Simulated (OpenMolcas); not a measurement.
**A ladder of methods for CHP (methylidynephosphane)**

The species is CHP (3 atoms), meant as a singlet with charge 0. As SMILES, `C#P`. Geometry: relaxed at GFN2-xTB.

```csv
atom,x (Å),y (Å),z (Å)
C,-0.1371,0.0598,-0.0664
P,1.1492,-0.5127,0.5742
H,-1.0121,0.4528,-0.5078
```

Quantity: the energy change with the C1–P2 bond stretched from 1.547 to 2.707 Å, in eV. The values are calculated.

```csv
level,kind,program,value (eV),less FCI/STO-3G
HF/STO-3G (restricted),Hartree–Fock,OpenMolcas,13.09,+6.09
SVWN5/STO-3G (restricted),LDA,OpenMolcas,10.48,+3.48
PBE/STO-3G (restricted),GGA,OpenMolcas,9.98,+2.98
B3LYP/STO-3G (restricted),global hybrid,OpenMolcas,10.64,+3.64
B2PLYP/STO-3G (restricted),double hybrid,OpenMolcas,8.65,+1.65
MP2/STO-3G (restricted),perturbation theory,OpenMolcas,8.98,+1.98
CISD/STO-3G (restricted),coupled cluster or CI,OpenMolcas,11.03,+4.03
FCI/STO-3G,exact in the basis,OpenMolcas,7.00,0.00
```

FCI/STO-3G is exact within its basis and frozen core, so for wave-function methods in that basis the difference is their error; functionals converge differently with the basis, so for them it is only a difference. Spin-restricted single references rise too steeply as a bond breaks, Hartree–Fock most of all. Perturbation and coupled-cluster corrections on them can overshoot downwards. The first shape isn't each level's own minimum. The values span 7.00 to 13.09 eV. All rows use very small basis sets, so even the best lies far from the true value.
